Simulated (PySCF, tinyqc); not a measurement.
Worked calculation: RHF in the sto-3g basis, for CH2, spin multiplicity 1. The lowest restricted solution is unstable here: a spin-polarised one lies 0.0276 hartree lower (PySCF). One step of it, computed by the program tinyqc.

Task: Iteration 1: building the Fock matrix. J_ij = sum D_kl (ij|kl), K_ij = sum D_kl (ik|jl); F = H + J - 0.5 K; E = tr D H + tr D J / 2 - 0.25 tr D K + E_nn.

D at the start, lower triangle:
```
,1C 1s,1C 2s,1C 2px,1C 2py,1C 2pz,2H 1s,3H 1s
1C 1s,0.030285
1C 2s,-0.161560,0.987168
1C 2px,0.000000,0.000000,2.000000
1C 2py,0.000000,0.000000,0.000000,0.345677
1C 2pz,0.158110,-0.495504,0.000000,0.000000,1.791646
2H 1s,0.100104,-0.905156,0.000000,-0.708283,-0.507974,2.881395
3H 1s,0.100104,-0.905156,0.000000,0.708283,-0.507974,-0.021114,2.881395
```

core Hamiltonian H = T + V (hartree), lower triangle:
```
,1C 1s,1C 2s,1C 2px,1C 2py,1C 2pz,2H 1s,3H 1s
1C 1s,-18.601764
1C 2s,-4.486779,-5.546935
1C 2px,0.000000,0.000000,-4.436467
1C 2py,0.000000,0.000000,0.000000,-4.567453
1C 2pz,-0.014011,-0.152714,0.000000,0.000000,-4.494020
2H 1s,-0.767034,-1.894904,0.000000,-1.378950,-0.945030,-3.211287
3H 1s,-0.767034,-1.894904,0.000000,1.378950,-0.945030,-0.453078,-3.211287
```

Two-electron integrals (ij|kl) in chemists' order, unique and non-zero (hartree):
```
i,j,k,l,(ij|kl)
1,1,1,1,3.541948
2,1,1,1,0.576921
2,1,2,1,0.111888
2,2,1,1,0.854682
2,2,2,1,0.205284
2,2,2,2,0.624709
3,1,3,1,0.020296
3,2,3,1,0.030858
3,2,3,2,0.137996
3,3,1,1,0.852436
3,3,2,1,0.205335
3,3,2,2,0.624568
3,3,3,3,0.672833
4,1,4,1,0.020296
4,2,4,1,0.030858
4,2,4,2,0.137996
4,3,4,3,0.036269
4,4,1,1,0.852436
4,4,2,1,0.205335
4,4,2,2,0.624568
4,4,3,3,0.600295
4,4,4,4,0.672833
5,1,5,1,0.020296
5,2,5,1,0.030858
5,2,5,2,0.137996
5,3,5,3,0.036269
5,4,5,4,0.036269
5,5,1,1,0.852436
5,5,2,1,0.205335
5,5,2,2,0.624568
5,5,3,3,0.600295
5,5,4,4,0.600295
5,5,5,5,0.672833
6,1,1,1,0.097984
6,1,2,1,0.018901
6,1,2,2,0.034660
6,1,3,3,0.034543
6,1,4,1,0.000944
6,1,4,2,0.001772
6,1,4,4,0.034795
6,1,5,1,0.000626
6,1,5,2,0.001174
6,1,5,4,0.000167
6,1,5,5,0.034654
6,1,6,1,0.003262
6,2,1,1,0.253390
6,2,2,1,0.061765
6,2,2,2,0.209152
6,2,3,3,0.203973
6,2,4,1,0.004886
6,2,4,2,0.034849
6,2,4,4,0.214625
6,2,5,1,0.003239
6,2,5,2,0.023100
6,2,5,4,0.007061
6,2,5,5,0.208653
6,2,6,1,0.010896
6,2,6,2,0.094803
6,3,3,1,0.006041
6,3,3,2,0.032588
6,3,4,3,0.006663
6,3,5,3,0.004416
6,3,6,3,0.011114
6,4,1,1,0.186086
6,4,2,1,0.045920
6,4,2,2,0.164877
6,4,3,3,0.156649
6,4,4,1,0.009178
6,4,4,2,0.057854
6,4,4,4,0.177738
6,4,5,1,0.002079
6,4,5,2,0.016748
6,4,5,4,0.009563
6,4,5,5,0.160061
6,4,6,1,0.008448
6,4,6,2,0.088653
6,4,6,4,0.092508
6,5,1,1,0.123349
6,5,2,1,0.030438
6,5,2,2,0.109290
6,5,3,3,0.103836
6,5,4,1,0.002079
6,5,4,2,0.016748
6,5,4,4,0.108983
6,5,5,1,0.007419
6,5,5,2,0.043689
6,5,5,4,0.010074
6,5,5,5,0.114930
6,5,6,1,0.005599
6,5,6,2,0.058764
6,5,6,4,0.053953
6,5,6,5,0.046877
6,6,1,1,0.415135
6,6,2,1,0.102883
6,6,2,2,0.397527
6,6,3,3,0.376911
6,6,4,1,0.009708
6,6,4,2,0.094567
6,6,4,4,0.419511
6,6,5,1,0.006435
6,6,5,2,0.062684
6,6,5,4,0.028238
6,6,5,5,0.395628
6,6,6,1,0.018361
6,6,6,2,0.234005
6,6,6,4,0.240972
6,6,6,5,0.159730
6,6,6,6,0.774606
7,1,1,1,0.097984
7,1,2,1,0.018901
7,1,2,2,0.034660
7,1,3,3,0.034543
7,1,4,1,-0.000944
7,1,4,2,-0.001772
7,1,4,4,0.034795
7,1,5,1,0.000626
7,1,5,2,0.001174
7,1,5,4,-0.000167
7,1,5,5,0.034654
7,1,6,1,0.003167
7,1,6,2,0.010263
7,1,6,4,0.007299
7,1,6,5,0.005285
7,1,6,6,0.017042
7,1,7,1,0.003262
7,2,1,1,0.253390
7,2,2,1,0.061765
7,2,2,2,0.209152
7,2,3,3,0.203973
7,2,4,1,-0.004886
7,2,4,2,-0.034849
7,2,4,4,0.214625
7,2,5,1,0.003239
7,2,5,2,0.023100
7,2,5,4,-0.007061
7,2,5,5,0.208653
7,2,6,1,0.010263
7,2,6,2,0.066697
7,2,6,4,0.045231
7,2,6,5,0.040250
7,2,6,6,0.127087
7,2,7,1,0.010896
7,2,7,2,0.094803
7,3,3,1,0.006041
7,3,3,2,0.032588
7,3,4,3,-0.006663
7,3,5,3,0.004416
7,3,6,3,0.007284
7,3,7,3,0.011114
7,4,1,1,-0.186086
7,4,2,1,-0.045920
7,4,2,2,-0.164877
7,4,3,3,-0.156649
7,4,4,1,0.009178
7,4,4,2,0.057854
7,4,4,4,-0.177738
7,4,5,1,-0.002079
7,4,5,2,-0.016748
7,4,5,4,0.009563
7,4,5,5,-0.160061
7,4,6,1,-0.007299
7,4,6,2,-0.045231
7,4,6,4,-0.024396
7,4,6,5,-0.026814
7,4,6,6,-0.081136
7,4,7,1,-0.008448
7,4,7,2,-0.088653
7,4,7,4,0.092508
7,5,1,1,0.123349
7,5,2,1,0.030438
7,5,2,2,0.109290
7,5,3,3,0.103836
7,5,4,1,-0.002079
7,5,4,2,-0.016748
7,5,4,4,0.108983
7,5,5,1,0.007419
7,5,5,2,0.043689
7,5,5,4,-0.010074
7,5,5,5,0.114930
7,5,6,1,0.005285
7,5,6,2,0.040250
7,5,6,4,0.026814
7,5,6,5,0.031080
7,5,6,6,0.081078
7,5,7,1,0.005599
7,5,7,2,0.058764
7,5,7,4,-0.053953
7,5,7,5,0.046877
7,6,1,1,0.055529
7,6,2,1,0.013605
7,6,2,2,0.048207
7,6,3,3,0.046818
7,6,4,4,0.048200
7,6,5,1,0.001160
7,6,5,2,0.009024
7,6,5,5,0.049552
7,6,6,1,0.002348
7,6,6,2,0.019759
7,6,6,4,0.016093
7,6,6,5,0.013453
7,6,6,6,0.046075
7,6,7,1,0.002348
7,6,7,2,0.019759
7,6,7,4,-0.016093
7,6,7,5,0.013453
7,6,7,6,0.005173
7,7,1,1,0.415135
7,7,2,1,0.102883
7,7,2,2,0.397527
7,7,3,3,0.376911
7,7,4,1,-0.009708
7,7,4,2,-0.094567
7,7,4,4,0.419511
7,7,5,1,0.006435
7,7,5,2,0.062684
7,7,5,4,-0.028238
7,7,5,5,0.395628
7,7,6,1,0.017042
7,7,6,2,0.127087
7,7,6,4,0.081136
7,7,6,5,0.081078
7,7,6,6,0.251405
7,7,7,1,0.018361
7,7,7,2,0.234005
7,7,7,4,-0.240972
7,7,7,5,0.159730
7,7,7,6,0.046075
7,7,7,7,0.774606
```

nuclear repulsion = 5.29285813 hartree

Give: Coulomb J; exchange K; Fock matrix F; total energy of this density.

Result:

Coulomb J (hartree), lower triangle:
```
,1C 1s,1C 2s,1C 2px,1C 2py,1C 2pz,2H 1s,3H 1s
1C 1s,5.025
1C 2s,1.218,4.017
1C 2px,0.000,0.000,3.995
1C 2py,0.000,0.000,0.000,4.012
1C 2pz,-0.020,0.014,0.000,0.000,4.039
2H 1s,0.205,1.490,0.000,1.240,0.835,3.526
3H 1s,0.205,1.490,0.000,-1.240,0.835,0.357,3.526
```

exchange K (hartree), lower triangle:
```
,1C 1s,1C 2s,1C 2px,1C 2py,1C 2pz,2H 1s,3H 1s
1C 1s,0.101
1C 2s,0.120,0.790
1C 2px,0.000,0.000,1.470
1C 2py,0.000,0.000,0.000,0.302
1C 2pz,-0.025,-0.527,0.000,0.000,1.269
2H 1s,0.017,0.302,0.000,0.266,0.161,1.467
3H 1s,0.017,0.302,0.000,-0.266,0.161,0.080,1.467
```

Fock matrix F (hartree), lower triangle:
```
,1C 1s,1C 2s,1C 2px,1C 2py,1C 2pz,2H 1s,3H 1s
1C 1s,-13.627
1C 2s,-3.329,-1.925
1C 2px,0.000,0.000,-1.176
1C 2py,0.000,0.000,0.000,-0.707
1C 2pz,-0.021,0.125,0.000,0.000,-1.090
2H 1s,-0.571,-0.556,0.000,-0.272,-0.191,-0.419
3H 1s,-0.571,-0.556,0.000,0.272,-0.191,-0.136,-0.419
```

total energy of this density = -11.92238 hartree
